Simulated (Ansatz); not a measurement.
Rock-salt HfN, relaxed in Ansatz (plane waves) with several semilocal functionals. Each gives its own volume and its own zone-centre TO phonon frequency:

```csv
level,V0 (Å³/atom),zone-centre TO phonon frequency (cm⁻¹),ln V0,ln ω_TO
LDA,11.148,515.1,2.4113,6.2444
r²SCAN+rVV10,11.504,500.6,2.4427,6.2158
r²SCAN,11.584,492.0,2.4496,6.1985
PBE,11.755,478.5,2.4643,6.1707
revPBE,11.905,469.0,2.4770,6.1506
BLYP,12.137,447.9,2.4963,6.1046
```

Problem. Fit a straight line to ln ω_TO against ln V0. What does it predict for RPBE, whose volume is 11.963 Å³/atom?

Solution. With x = ln V0 and y = ln ω_TO: means 2.45687 and 6.18077; Σ(Δx Δy) = -0.007210, Σ(Δx²) = 0.004345, so the slope is -1.66. At x = 2.4818 the line gives y = 6.18077 + (-1.66) × (2.4818 − 2.45687) = 6.1394, or 463.8 cm⁻¹. The run with RPBE gives 465.4 cm⁻¹, +0.3 % from the line. The rows used scatter about it by up to 1.2 %, while the largest value lies 15 % above the smallest.

Ansatz's density-functional and Hartree–Fock values are scalar-relativistic unless marked +SOC, with PAW data made under PBE.

Ansatz is a first-principles code.
